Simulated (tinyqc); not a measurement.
Inside a calculation. Method: CCSD on RHF in the sto-3g basis, for H3O+, spin multiplicity 1. One step of it, computed by the program tinyqc.

Question. CCSD: starting amplitudes. t_ij^ab = <ij||ab> / (e_i + e_j - e_a - e_b), whose energy is MP2.

orbital energies (hartree): MO1 -20.861707, MO2 -1.798309, MO3 -1.122001, MO4 -1.121980, MO5 -0.919451, MO6 0.113289, MO7 0.302577, MO8 0.302755

Two-electron integrals over orbitals (pq|rs), unique and non-zero (hartree):
```
p,q,r,s,(pq|rs)
1,1,1,1,4.743069
2,1,1,1,-0.428063
2,1,2,1,0.061263
2,2,1,1,1.025747
2,2,2,1,-0.014991
2,2,2,2,0.728951
3,1,3,1,0.014337
3,2,3,1,0.021780
3,2,3,2,0.141901
3,3,1,1,0.877502
3,3,2,1,-0.006523
3,3,2,2,0.667725
3,3,3,3,0.678779
4,1,1,1,-0.000104
4,1,2,1,0.000011
4,1,2,2,-0.000014
4,1,3,3,-0.002459
4,1,4,1,0.014337
4,2,1,1,0.000029
4,2,2,1,-0.000007
4,2,2,2,-0.000058
4,2,3,3,-0.033944
4,2,4,1,0.021777
4,2,4,2,0.141873
4,3,3,1,-0.002451
4,3,3,2,-0.033927
4,3,4,3,0.042273
4,4,1,1,0.877454
4,4,2,1,-0.006524
4,4,2,2,0.667669
4,4,3,3,0.594176
4,4,4,1,0.002463
4,4,4,2,0.033986
4,4,4,4,0.678750
5,1,1,1,-0.086830
5,1,2,1,0.009809
5,1,2,2,-0.010682
5,1,3,3,-0.002944
5,1,4,1,3.22e-06
5,1,4,2,-8.28e-07
5,1,4,4,-0.002944
5,1,5,1,0.027019
5,2,1,1,0.039006
5,2,2,1,-0.005532
5,2,2,2,-0.020409
5,2,3,3,0.002151
5,2,4,1,-1.05e-06
5,2,4,2,-4.25e-06
5,2,4,4,0.002145
5,2,5,1,0.030672
5,2,5,2,0.142463
5,3,3,1,0.002947
5,3,3,2,0.004279
5,3,4,3,0.003112
5,3,5,3,0.035561
5,4,1,1,0.000034
5,4,2,1,-2.49e-06
5,4,2,2,4.47e-06
5,4,3,3,0.003121
5,4,4,1,0.002946
5,4,4,2,0.004270
5,4,4,4,-0.003101
5,4,5,1,0.000008
5,4,5,2,0.000028
5,4,5,4,0.035560
5,5,1,1,1.102435
5,5,2,1,-0.013133
5,5,2,2,0.742321
5,5,3,3,0.663303
5,5,4,1,-2.70e-06
5,5,4,2,0.000016
5,5,4,4,0.663274
5,5,5,1,0.009837
5,5,5,2,0.062340
5,5,5,4,0.000031
5,5,5,5,0.879540
6,1,1,1,-0.296664
6,1,2,1,0.043403
6,1,2,2,-0.009017
6,1,3,3,-0.004341
6,1,4,1,0.000026
6,1,4,2,0.000021
6,1,4,4,-0.004337
6,1,5,1,0.001670
6,1,5,2,-0.010043
6,1,5,4,3.98e-07
6,1,5,5,-0.011100
6,1,6,1,0.031867
6,2,1,1,0.335896
6,2,2,1,-0.010402
6,2,2,2,0.141698
6,2,3,3,0.101412
6,2,4,1,0.000011
6,2,4,2,0.000063
6,2,4,4,0.101379
6,2,5,1,-0.010421
6,2,5,2,-0.019560
6,2,5,4,0.000015
6,2,5,5,0.157481
6,2,6,1,-0.005333
6,2,6,2,0.080444
6,3,3,1,0.006900
6,3,3,2,-0.010542
6,3,4,3,0.023960
6,3,5,3,0.005137
6,3,6,3,0.051639
6,4,1,1,0.000458
6,4,2,1,-0.000011
6,4,2,2,0.000210
6,4,3,3,0.024137
6,4,4,1,0.006892
6,4,4,2,-0.010639
6,4,4,4,-0.023812
6,4,5,1,-1.29e-06
6,4,5,2,0.000027
6,4,5,4,0.005153
6,4,5,5,0.000239
6,4,6,1,4.29e-07
6,4,6,2,0.000135
6,4,6,4,0.051764
6,5,1,1,-0.085694
6,5,2,1,-0.001028
6,5,2,2,-0.053641
6,5,3,3,-0.029474
6,5,4,1,0.000005
6,5,4,2,0.000029
6,5,4,4,-0.029447
6,5,5,1,0.016757
6,5,5,2,0.055591
6,5,5,4,0.000035
6,5,5,5,-0.037200
6,5,6,1,-0.004195
6,5,6,2,-0.036656
6,5,6,4,-0.000044
6,5,6,5,0.038453
6,6,1,1,0.675019
6,6,2,1,-0.007496
6,6,2,2,0.531871
6,6,3,3,0.511275
6,6,4,1,0.000024
6,6,4,2,0.000210
6,6,4,4,0.511458
6,6,5,1,-0.012725
6,6,5,2,-0.042779
6,6,5,4,-0.000027
6,6,5,5,0.512469
6,6,6,1,-0.002848
6,6,6,2,0.055417
6,6,6,4,-0.000050
6,6,6,5,-0.031195
6,6,6,6,0.475054
7,1,1,1,-0.000369
7,1,2,1,0.000058
7,1,2,2,-6.85e-07
7,1,3,3,0.002277
7,1,4,1,-0.016416
7,1,4,2,-0.023360
7,1,4,4,-0.002296
7,1,5,1,4.05e-06
7,1,5,2,-0.000009
7,1,5,4,-0.003406
7,1,5,5,-0.000013
7,1,6,1,0.000022
7,1,6,2,-0.000022
7,1,6,4,-0.007528
7,1,6,5,-0.000009
7,1,6,6,-0.000033
7,1,7,1,0.018843
7,2,1,1,0.000477
7,2,2,1,-0.000011
7,2,2,2,0.000215
7,2,3,3,-0.012593
7,2,4,1,-0.014758
7,2,4,2,-0.047006
7,2,4,4,0.012858
7,2,5,1,-0.000010
7,2,5,2,-0.000007
7,2,5,4,-0.013614
7,2,5,5,0.000224
7,2,6,1,-0.000024
7,2,6,2,0.000060
7,2,6,4,-0.036993
7,2,6,5,-0.000049
7,2,6,6,0.000078
7,2,7,1,0.016110
7,2,7,2,0.052054
7,3,3,1,-0.003092
7,3,3,2,-0.040745
7,3,4,3,0.004703
7,3,5,3,0.003679
7,3,6,3,0.024197
7,3,7,3,0.033964
7,4,1,1,-0.367308
7,4,2,1,0.007537
7,4,2,2,-0.158138
7,4,3,3,-0.130299
7,4,4,1,0.003106
7,4,4,2,0.040695
7,4,4,4,-0.120953
7,4,5,1,-0.000585
7,4,5,2,-0.026788
7,4,5,4,-0.003686
7,4,5,5,-0.187836
7,4,6,1,0.005429
7,4,6,2,-0.083479
7,4,6,4,-0.024310
7,4,6,5,0.019804
7,4,6,6,-0.043790
7,4,7,1,-0.003579
7,4,7,2,0.000546
7,4,7,4,0.144483
7,5,1,1,-0.000054
7,5,2,1,-1.08e-06
7,5,2,2,-0.000028
7,5,3,3,0.008467
7,5,4,1,-0.004783
7,5,4,2,-0.028711
7,5,4,4,-0.008515
7,5,5,1,0.000021
7,5,5,2,0.000077
7,5,5,4,-0.023108
7,5,5,5,-0.000011
7,5,6,1,-0.000011
7,5,6,2,-0.000043
7,5,6,4,0.009397
7,5,6,5,0.000015
7,5,6,6,-0.000081
7,5,7,1,0.005360
7,5,7,2,0.008467
7,5,7,4,-0.010452
7,5,7,5,0.026432
7,6,1,1,-0.000054
7,6,2,1,1.52e-06
7,6,2,2,0.000019
7,6,3,3,0.041675
7,6,4,1,-0.013260
7,6,4,2,-0.101264
7,6,4,4,-0.041777
7,6,5,1,-0.000012
7,6,5,2,-0.000040
7,6,5,4,0.007909
7,6,5,5,-0.000040
7,6,6,1,-0.000013
7,6,6,2,-0.000013
7,6,6,4,0.046490
7,6,6,5,-0.000051
7,6,6,6,-0.000275
7,6,7,1,0.014554
7,6,7,2,0.002752
7,6,7,4,-0.050133
7,6,7,5,0.023235
7,6,7,6,0.119795
7,7,1,1,0.799464
7,7,2,1,-0.008294
7,7,2,2,0.586290
7,7,3,3,0.532245
7,7,4,1,0.000464
7,7,4,2,0.031397
7,7,4,4,0.605240
7,7,5,1,-0.002000
7,7,5,2,0.001076
7,7,5,4,-0.007460
7,7,5,5,0.584269
7,7,6,1,-0.005466
7,7,6,2,0.071885
7,7,6,4,-0.040236
7,7,6,5,-0.017433
7,7,6,6,0.490780
7,7,7,1,-0.000359
7,7,7,2,0.022490
7,7,7,4,-0.067338
7,7,7,5,-0.009750
7,7,7,6,-0.058850
7,7,7,7,0.584743
8,1,3,1,0.016417
8,1,3,2,0.023361
8,1,4,3,-0.002276
8,1,5,3,0.003407
8,1,6,3,0.007537
8,1,7,3,-0.003572
8,1,8,1,0.018843
8,2,3,1,0.014756
8,2,3,2,0.046975
8,2,4,3,0.012762
8,2,5,3,0.013614
8,2,6,3,0.037003
8,2,7,3,0.000746
8,2,8,1,0.016107
8,2,8,2,0.052054
8,3,1,1,0.367274
8,3,2,1,-0.007538
8,3,2,2,0.158071
8,3,3,3,0.120920
8,3,4,1,0.003101
8,3,4,2,0.040768
8,3,4,4,0.130297
8,3,5,1,0.000585
8,3,5,2,0.026785
8,3,5,4,-0.003662
8,3,5,5,0.187808
8,3,6,1,-0.005422
8,3,6,2,0.083481
8,3,6,4,-0.024086
8,3,6,5,-0.019774
8,3,6,6,0.043998
8,3,7,1,-0.003591
8,3,7,2,0.000804
8,3,7,4,-0.079149
8,3,7,5,-0.010489
8,3,7,6,-0.050250
8,3,7,7,0.101621
8,3,8,3,0.144537
8,4,3,1,0.003106
8,4,3,2,0.040768
8,4,4,3,-0.004684
8,4,5,3,-0.003668
8,4,6,3,-0.024141
8,4,7,3,-0.031521
8,4,8,1,0.003588
8,4,8,2,-0.000691
8,4,8,4,0.033927
8,5,3,1,0.004783
8,5,3,2,0.028707
8,5,4,3,-0.008474
8,5,5,3,0.023109
8,5,6,3,-0.009364
8,5,7,3,-0.010479
8,5,8,1,0.005359
8,5,8,2,0.008461
8,5,8,4,0.010478
8,5,8,5,0.026427
8,6,3,1,0.013259
8,6,3,2,0.101200
8,6,4,3,-0.041608
8,6,5,3,-0.007881
8,6,6,3,-0.046264
8,6,7,3,-0.050214
8,6,8,1,0.014552
8,6,8,2,0.002775
8,6,8,4,0.050185
8,6,8,5,0.023200
8,6,8,6,0.119505
8,7,3,1,0.000513
8,7,3,2,0.031754
8,7,4,3,-0.036633
8,7,5,3,-0.007481
8,7,6,3,-0.040442
8,7,7,3,-0.017377
8,7,8,1,0.000404
8,7,8,2,-0.022384
8,7,8,4,0.017337
8,7,8,5,0.009813
8,7,8,6,0.059095
8,7,8,7,0.048402
8,8,1,1,0.799496
8,8,2,1,-0.008294
8,8,2,2,0.586347
8,8,3,3,0.605367
8,8,4,1,-0.000500
8,8,4,2,-0.031639
8,8,4,4,0.532158
8,8,5,1,-0.002000
8,8,5,2,0.001077
8,8,5,4,0.007486
8,8,5,5,0.584294
8,8,6,1,-0.005467
8,8,6,2,0.071924
8,8,6,4,0.040554
8,8,6,5,-0.017466
8,8,6,6,0.490522
8,8,7,1,0.000381
8,8,7,2,-0.022274
8,8,7,4,-0.101717
8,8,7,5,0.009785
8,8,7,6,0.059053
8,8,7,7,0.488584
8,8,8,3,0.067166
8,8,8,8,0.585039
```

Give: Starting amplitudes; correlation energy.

Answer.

Starting amplitudes (spin orbitals 1a, 1b, ...; amplitudes related by a flip of all spins are not repeated; the 24 largest):
```
from,to,t
3a 3b,8a 8b,-0.0507
4a 4b,7a 7b,-0.0507
3a 4b,7b 8a,-0.0278
2a 4b,6a 7b,0.0250
2a 3b,6a 8b,-0.0250
2a 2b,6a 6b,-0.0210
4a 4b,6a 6b,-0.0210
3a 3b,6a 6b,-0.0209
5a 5b,6a 6b,-0.0186
3a 4a,7a 8a,-0.0167
2a 4a,6a 7a,0.0139
2a 3a,6a 8a,-0.0139
2a 5b,6a 6b,0.0124
2a 2b,7a 7b,-0.0124
2a 2b,8a 8b,-0.0124
3a 3b,7a 7b,-0.0119
4a 4b,8a 8b,-0.0119
2a 3b,6b 8a,0.0111
2a 4b,6b 7a,-0.0111
3a 4b,7a 8b,0.0111
5a 5b,7a 7b,-0.0108
5a 5b,8a 8b,-0.0108
4a 4b,6a 7b,0.0091
3a 3b,6a 7b,-0.0091
```

correlation energy = -0.045367 hartree
